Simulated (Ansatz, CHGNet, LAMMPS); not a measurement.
# Lattice parameter a of fcc Au: levels of theory against measurement

Reference value: 4.062 Å (measured, static lattice: zero-point anharmonic expansion removed; as tabulated in Mejia-Rodriguez and Trickey (2018), arXiv:1807.09216).

Task: What do Lennard-Jones uff-vdw, CHGNet 0.3.0, LDA, PBE, PBEsol+SOC, PBE-D3(BJ), PBE-D4, r²SCAN, PBE0 give, and how far is each from the reference?

Result: 
| level (code) | value (Å) | error (%) |
|---|---|---|
| Lennard-Jones uff-vdw (LAMMPS) | 4.526 | +11.4 |
| CHGNet 0.3.0 (CHGNet) | 4.172 | +2.71 |
| LDA (Ansatz) | 4.047 | -0.37 |
| PBE (Ansatz) | 4.158 | +2.36 |
| PBEsol+SOC (Ansatz) | 4.072 | +0.25 |
| PBE-D3(BJ) (Ansatz) | 4.102 | +0.98 |
| PBE-D4 (Ansatz) | 4.107 | +1.11 |
| r²SCAN (Ansatz) | 4.125 | +1.55 |
| PBE0 (Ansatz) | 4.129 | +1.65 |

Leaving aside Lennard-Jones uff-vdw, which can be fitted to such values or carry a doubt: Nearest, and too close to rank with a margin of 0.10 % (twice that across the reference) picked here for doubts on the reference and the settings: PBEsol+SOC (+0.25 %), LDA (-0.37 %). CHGNet 0.3.0 (+2.71 %) lies farthest from it. Of these only PBEsol+SOC lands within 0.3 %.

Density-functional levels without +SOC have no spin–orbit coupling. Lennard-Jones uff-vdw: the cell moved over 20 % in volume from its start. Lennard-Jones uff-vdw: this is a force field's van der Waals term alone, without bonds or charges. Cutoffs and k meshes differ between the levels. Ansatz's density-functional and Hartree–Fock values are scalar-relativistic unless marked +SOC, with PAW data made under PBE.

Machine-learned potentials (CHGNet 0.3.0) are trained on DFT data, which may include these solids.

Differences are worked out from the printed values.

Ansatz is an electronic-structure program.
